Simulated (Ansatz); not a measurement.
Nudged elastic band run: AlH$_{3}$O

The input (input.yaml):

```yaml
crystal:
  periodic: [false, false, false]
  atoms:
    - { symbol: Al, position_ang: [0.473033, -0.005292, 0.05289] }
    - { symbol: O, position_ang: [0.727314, -0.156726, 1.731347] }
    - { symbol: H, position_ang: [0.03996, -0.23821, 2.39413] }
    - { symbol: H, position_ang: [1.785484, 0.12935, -0.817259] }
    - { symbol: H, position_ang: [-0.999693, -0.010522, -0.543707] }
basis:
  gaussian: { orbitals: def2-SVP }
hamiltonian:
  xc: pbe0
neb:
  order_check: false
  images: 5
  f_tol: 0.05
  max_iterations: 60
  final_atoms:
    - { symbol: Al, position_ang: [-0.02334603, 0.06471277, -0.94442111] }
    - { symbol: O, position_ang: [0.9699663, -0.06688298, 0.91445169] }
    - { symbol: H, position_ang: [0.53221583, -0.16165556, 1.770015] }
    - { symbol: H, position_ang: [1.9249042, -0.03886192, 1.04702126] }
    - { symbol: H, position_ang: [-1.3776423, -0.0787123, 0.03033416] }
  initial_path:
    images:
      - { positions_ang: [[0.473033, -0.005292, 0.05289], [0.727314, -0.156726, 1.731347], [0.03996, -0.23821, 2.39413], [1.785484, 0.12935, -0.817259], [-0.999693, -0.010522, -0.543707]] }
      - { positions_ang: [[0.31572732, -0.00366323, 0.03497958], [0.90816853, -0.10479742, 1.66064055], [0.14580914, -0.24934837, 2.21523473], [1.77252614, 0.08135409, -0.4702094], [-1.11613312, -0.00494507, -0.62324446]] }
      - { positions_ang: [[0.15842164, -0.00203447, 0.01706916], [1.08902306, -0.05286883, 1.5899341], [0.25165827, -0.26048673, 2.03633945], [1.75956828, 0.03335818, -0.1231598], [-1.23257325, 0.00063185, -0.70278191]] }
      - { positions_ang: [[0.00111596, -0.0004057, -0.00084126], [1.26987759, -0.00094025, 1.51922765], [0.35750741, -0.2716251, 1.85744418], [1.74661041, -0.01463773, 0.2238898], [-1.34901337, 0.00620878, -0.78231937]] }
      - { positions_ang: [[-0.00703804, 0.02130045, -0.31536788], [1.16990716, -0.02292116, 1.31763567], [0.41574355, -0.23496858, 1.82830112], [1.80604168, -0.02271246, 0.49826695], [-1.35855635, -0.02209825, -0.51143486]] }
      - { positions_ang: [[-0.01519203, 0.04300661, -0.62989449], [1.06993673, -0.04490207, 1.11604368], [0.47397969, -0.19831207, 1.79915806], [1.86547294, -0.03078719, 0.7726441], [-1.36809932, -0.05040528, -0.24055035]] }
      - { positions_ang: [[-0.02334603, 0.06471277, -0.94442111], [0.9699663, -0.06688298, 0.91445169], [0.53221583, -0.16165556, 1.770015], [1.9249042, -0.03886192, 1.04702126], [-1.3776423, -0.0787123, 0.03033416]] }
```

Command:

```bash
$ ansatz run input.yaml --threads 1 --pin off --max-ram 2048MiB --backend cpu --events-out ev --progress --plain --runs-dir out
```

Output, in part (warnings, iteration lines, the closing report on the highest movable image, with atoms numbered from 0):

```
NEB end point (image 0): max|allowed force component| = 2.633e-2 eV/Å (the criterion of neb.relax_end_points is 1.000e-2)
NEB end point (image 6): max|allowed force component| = 3.231e-3 eV/Å (the criterion of neb.relax_end_points is 1.000e-2)
NEB iter   1: max|band force component| = 6.722e0 eV/Å  barrier→ = 5.1514 eV  barrier← = 3.1999 eV  Δτ_max = 0.1981 Å  (152 SCF iters)
NEB iter   2: max|band force component| = 3.834e0 eV/Å  barrier→ = 3.7666 eV  barrier← = 1.8151 eV  Δτ_max = 0.2000 Å  (131 SCF iters)
NEB iter   3: max|band force component| = 1.961e0 eV/Å  barrier→ = 2.9783 eV  barrier← = 1.0268 eV  Δτ_max = 0.1738 Å  (131 SCF iters)
NEB iter   4: max|band force component| = 1.070e0 eV/Å  barrier→ = 2.7823 eV  barrier← = 0.8308 eV  Δτ_max = 0.1212 Å  (124 SCF iters)
NEB iter   5: max|band force component| = 5.765e-1 eV/Å  barrier→ = 2.8134 eV  barrier← = 0.8619 eV  Δτ_max = 0.1900 Å  (119 SCF iters)
NEB iter   6: max|band force component| = 1.498e0 eV/Å  barrier→ = 2.8271 eV  barrier← = 0.8755 eV  CI = image 4  Δτ_max = 0.1928 Å  (129 SCF iters)
NEB iter   7: max|band force component| = 1.126e0 eV/Å  barrier→ = 3.1437 eV  barrier← = 1.1922 eV  CI = image 4  Δτ_max = 0.1011 Å  (126 SCF iters)
NEB iter   8: max|band force component| = 5.824e-1 eV/Å  barrier→ = 3.1381 eV  barrier← = 1.1866 eV  CI = image 4  Δτ_max = 0.1834 Å  (118 SCF iters)
NEB iter   9: max|band force component| = 4.573e-1 eV/Å  barrier→ = 3.1365 eV  barrier← = 1.1850 eV  CI = image 4  Δτ_max = 0.1908 Å  (116 SCF iters)
NEB iter  10: max|band force component| = 5.143e-1 eV/Å  barrier→ = 3.1319 eV  barrier← = 1.1804 eV  CI = image 4  Δτ_max = 0.0456 Å  (108 SCF iters)
NEB iter  11: max|band force component| = 1.314e-1 eV/Å  barrier→ = 3.1258 eV  barrier← = 1.1742 eV  CI = image 4  Δτ_max = 0.1007 Å  (109 SCF iters)
NEB iter  12: max|band force component| = 3.370e-1 eV/Å  barrier→ = 3.1234 eV  barrier← = 1.1719 eV  CI = image 4  Δτ_max = 0.0494 Å  (113 SCF iters)
NEB iter  13: max|band force component| = 1.044e-1 eV/Å  barrier→ = 3.1223 eV  barrier← = 1.1708 eV  CI = image 4  Δτ_max = 0.0967 Å  (108 SCF iters)
NEB iter  14: max|band force component| = 1.969e-1 eV/Å  barrier→ = 3.1214 eV  barrier← = 1.1699 eV  CI = image 4  Δτ_max = 0.0339 Å  (111 SCF iters)
NEB iter  15: max|band force component| = 4.130e-2 eV/Å  barrier→ = 3.1209 eV  barrier← = 1.1694 eV  CI = image 4  Δτ_max = 0.0000 Å  (217 SCF iters)
Total energy: -8681.39087430 eV, -319.0352301725 hartree
Atom 0 at     0.198632     0.094476    -0.441064 Å, force     0.002673    -0.002726    -0.006348 eV/Å
Atom 1 at     0.832982     0.115840     1.304848 Å, force    -0.006260    -0.010147     0.006790 eV/Å
Atom 2 at     0.703622    -0.343937     2.152981 Å, force     0.003948     0.005388     0.004045 eV/Å
Atom 3 at     1.706134    -0.150527     0.356685 Å, force     0.003469     0.004304    -0.003548 eV/Å
Atom 4 at    -1.415272     0.002748    -0.556048 Å, force    -0.003830     0.003182    -0.000940 eV/Å
Dipole moment:    -0.062345    -0.181004     0.340359 e Å
```

It converged. Beside the main top the profile has a ripple of under 15 meV (maxima at images 1, 4), which may be a very shallow well or noise. Neighbouring images differ by up to 1.7 eV, so the band resolves the path poorly. A vibrational analysis at the climbing image gives one clearly imaginary mode, 1484i cm⁻¹: a first-order saddle point. The orbitals stay closed-shell, which can raise the energy where a bond breaks towards radicals; this wasn't checked here.

Final band (atoms are numbered from 1 in the order of the input):

```csv
image,path coordinate (Å),energy (kcal/mol),Al1–H4 (Å),O2–H4 (Å)
0,0.00,0.0,1.58,2.77
1,0.68,2.4,1.59,2.87
2,1.35,2.2,1.58,2.71
3,2.03,32.0,1.58,2.04
4,2.71,72.0,1.72,1.32
5,3.38,48.5,2.35,0.97
6,4.05,45.0,2.79,0.96
```

Time of the run: 64 s on 1 thread of Arm Neoverse V1, on a shared host, peak memory 0.089 GiB.
